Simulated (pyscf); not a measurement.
# Four-centre exchange: `[F][Ti]([F])([F])[F]` + `[Cl][B]([Cl])[Cl]` → `[F][B]([Cl])[Cl]` + `[F][Ti]([F])([F])[Cl]`

Gas phase, singlet surface, charge 0. Bonds broken: F1–Ti2, B7–Cl9. Bonds formed: F1–B7, Ti2–Cl9. PySCF, gas phase, ωB97X-D3(BJ)/def2-SVP geometries.

Transition state (Å):

```xyz
9

F     -0.6354    -0.7346     0.3724
Ti    -0.1887     0.2958    -1.0553
F      1.2430     1.2348    -0.9103
F     -1.4496     1.1359    -1.8674
F      0.2475    -0.9197    -2.1841
Cl     0.6016    -0.0325     2.8329
B     -0.9177     0.3050     2.0309
Cl    -2.4143    -0.3980     2.5921
Cl    -1.0287     1.8735     1.1213
```

One imaginary mode, 178i cm⁻¹; descent along it reached the two sides named, in the forms told below.

```
bond     change  reactant side (Å)  saddle  product side
-------  ------  -----------------  ------  ------------
F1–Ti2   breaks              1.748   1.817           2.7
B7–Cl9   breaks              1.762   1.817           3.1
F1–B7     forms                2.7   1.978         1.335
Ti2–Cl9   forms                3.2     2.8         2.202
```

Electronic energies relative to the separated reactants (kcal/mol):

```csv
level,barrier,reaction energy,reverse barrier
ωB97X-D3(BJ)/def2-TZVP,0.6,-9.3,9.9
PBE/def2-TZVP,7.4,-7.3,14.7
r²SCAN/def2-TZVP,3.7,-9.0,12.7
B3LYP-D3(BJ)/def2-TZVP,4.2,-9.2,13.4
PBE0-D3(BJ)/def2-TZVP,3.9,-8.2,12.1
M06-2X/def2-TZVP,1.9,-11.2,13.1
ωB97M-D3(BJ)/def2-TZVP,4.0,-8.3,12.3
```

With ωB97M-D3(BJ)/def2-TZVP energies and thermal terms (ideal gas, 1 atm, RRHO with modes under 100 cm⁻¹ raised to 100, one conformer, R ln 2 for chiral ones without a mode under 150 cm⁻¹), in kcal/mol:

```json
[
 {"T (K)": "298", "ΔH‡": "4.3", "ΔG‡": "15.2", "ΔH": "-8.0", "ΔG": "-9.5"},
 {"T (K)": "600", "ΔH‡": "5.0", "ΔG‡": "26.0", "ΔH": "-8.0", "ΔG": "-11.0"},
 {"T (K)": "900", "ΔH‡": "5.7", "ΔG‡": "36.3", "ΔH": "-8.1", "ΔG": "-12.4"},
 {"T (K)": "1200", "ΔH‡": "6.3", "ΔG‡": "46.5", "ΔH": "-8.1", "ΔG": "-13.8"}
]
```

On the reactant side the descent ends in a complex, 4.3 kcal/mol under the separated species and 4.8 kcal/mol under the saddle at ωB97X-D3(BJ)/def2-TZVP. One saddle was located; it need not be the lowest between these sides.
